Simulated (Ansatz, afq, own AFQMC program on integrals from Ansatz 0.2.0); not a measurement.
Integrals from Ansatz 0.2.0, then the random walk in our own AFQMC program (afq).

```yaml
crystal:
  periodic: [false, false, false]
  atoms:
    - {symbol: C, position_ang: [-1.131288, 0.000000, 0.000000]}
    - {symbol: H, position_ang: [-1.494494, 1.027301, 0.000000]}
    - {symbol: H, position_ang: [-1.494494, -0.513650, 0.889668]}
    - {symbol: H, position_ang: [-1.494494, -0.513650, -0.889669]}
    - {symbol: H, position_ang: [0.041712, 0.000000, 0.000000]}
    - {symbol: N, position_ang: [1.289712, 0.000000, 0.000000]}
basis:
  gaussian: {orbitals: cc-pVTZ}
magnetization: {spin_polarized: true, initial_magnetization: 3}
correlation: {method: ccsd_t, electrons: outside_noble_gas, hamiltonian_folder: ham}
```

```sh
$ ansatz run in.yaml --threads 1 --pin off --events-out ev --progress --plain --max-ram 24576MiB --backend cuda --devices 0, --max-vram 18GiB
```

Options of the walk:

```
--method phaseless --trial hf --walkers 600 --populations 10 --least-time 40 --time-step 0.005 --steps-per-block 20 --equilibration-blocks 112 --max-blocks 4000 --target-error 0.001050 --factor-cut 1e-05 --start spin_pure --seed 3811 --taylor-order 6
```

Times are imaginary, in 1/Eh. The walk had a cap of 92 s. With eight or more populations the least sampling time is a fifth of least-time, and the error comes from their spread.

Log:

```
orbitals 114  electrons 8 5  factors 650 of 650
reference energy -94.54267186 Eh
CCSD correlation -0.34880585 Eh in 10 cycles, weight of the determinant in the CISD state 0.8867
energy of the start -94.543377 Eh
 block  time / (1/Eh)  mean weight  energy / Eh
     1     0.100  1.0018  -94.656851
     2     0.200  1.0025  -94.722131
     3     0.300  1.0039  -94.766235
     4     0.400  1.0003  -94.801614
     5     0.500  1.0032  -94.827429
     8     0.800  1.0023  -94.854292
    12     1.200  1.0004  -94.889031
    45     4.500  1.0007  -94.907548
    56     5.600  1.0012  -94.913141
    78     7.800  1.0001  -94.896769
   111    11.100  1.0006  -94.905588
   144    14.400  1.0003  -94.907345
   155    15.500  0.9993  -94.880767
   177    17.700  1.0011  -94.909269
   210    21.000  0.9996  -94.896927
   243    24.300  0.9993  -94.906295
   276    27.600  1.0004  -94.894145
   309    30.900  0.9991  -94.902576
   342    34.200  1.0001  -94.898503
   375    37.500  0.9991  -94.895992
   408    40.800  0.9989  -94.897414
   441    44.100  1.0012  -94.911670
   463    46.300  0.9981  -94.903199
error from the spread of 10 populations
energy -94.901984 +/- 0.001050 Eh
(rows thinned)
```

The run passed its tests (sampling time, drift between the halves within three errors, error under three times the target), which doesn't prove that it has relaxed.

Against this walk (error 28.6 meV) on the same determinant: CCSD(T) 13.6 meV lower (within the noise), a separate phaseless walk with a CISD trial and standard settings 27.1 ± 29.1 meV lower (within the noise). The error is statistical and leaves out the bias of the constraint. None of these is a sure reference here.

Cautions: constraint bias not in the error; lower spins were not checked.

The walk took 90 s on 1 × NVIDIA H100 80GB HBM3 with 2 threads of AMD EPYC 7R13 Processor (Zen 3), on a shared host (the card was shared). The log's last line is the phaseless energy.

A walk keeps the symmetry of its determinant, which the program's search chose and which needn't be the lowest solution, so a lower state of the same spin and another symmetry isn't excluded.
